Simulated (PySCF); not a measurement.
Input of a run (PBE0-D3(BJ)/def2-SVP geometry optimisation, gas phase (PySCF 2.14.0)), started from GFN2-xTB:
```
{"job": {"xc": "PBE0", "basis": "def2-SVP", "d3": "d3bj", "grid": 1, "kind": "geom"}, "charge": 0, "multiplicity": 1}
C     -1.700429     0.943497    -0.827333
O     -0.607106     0.110850    -1.131977
C     -0.267068    -0.736243    -0.078050
C      0.525177    -0.236740     1.095854
C      1.715199     0.215247     0.307000
C      1.149419    -1.155462     0.101784
H     -1.483585     1.580623     0.037930
H     -2.599778     0.352188    -0.614109
H     -1.872321     1.563598    -1.704637
H     -1.047419    -1.473057     0.133479
H      0.349771    -0.285767     2.149934
H      2.661048     0.291189     0.828540
H      1.576842     0.953088    -0.471625
H      1.599573    -2.123482     0.151044
```

Output (energies in Eh, forces in Eh/bohr):
```
step   0  E = -269.97177056  max force = 0.022837
step   1  E = -269.97386182  max force = 0.003257
step   2  E = -269.97393021  max force = 0.001083
step   3  E = -269.97394441  max force = 0.001004
step   4  E = -269.97395378  max force = 0.000609
step   5  E = -269.97395612  max force = 0.000409
optimisation converged
```

Q: Summarise the run.

A: The energy falls by 5.7 kJ/mol over 6 energy and gradient evaluations, the largest force component goes from 0.0228 to 4.1e-04 Eh/bohr, and the atoms move by 0.042 Å rms after alignment. Among the bonds, C4–H11 and C6–H14 change most and about equally (+0.020 Å). Bonds longer at the end by more than 0.005 Å: 8 of 15; shorter: 4. Among the angles that change most is C4–C6–H14, from 134.7° to 130.6°. The energy never rose by more than 1e-6 Eh on the way. The first step brought 96 % of the lowering.

Q: What are the final bond lengths?

A: C1–O2 1.397 Å, O2–C3 1.385 Å, C3–C4 1.492 Å, C4–C5 1.495 Å, C5–C6 1.493 Å, C3–C6 1.474 Å, C4–C6 1.492 Å, C1–H7 1.107 Å, C1–H8 1.108 Å, C1–H9 1.099 Å, C3–H10 1.102 Å, C4–H11 1.089 Å, C5–H12 1.096 Å, C5–H13 1.096 Å, C6–H14 1.089 Å. Numbering counts from 1 in the input's order; the species is `CO[C@@H]1[C@@H]2C[C@@H]21`.

The run used 124 basis functions and 36 SCF cycles in all. Time: 30 s wall. Hardware: an Arm Neoverse V2 with one thread (shared host).

No PBE0-D3(BJ)/def2-SVP frequencies stand behind this structure, so it isn't proved a minimum. The numbers are those of one conformer.

Shape of the structure used: `[CH3:1][O:2][C@@H:3]1[C@@H:4]2[CH2:5][C@H:6]12`: C1–O2–C3–C4 -77°.
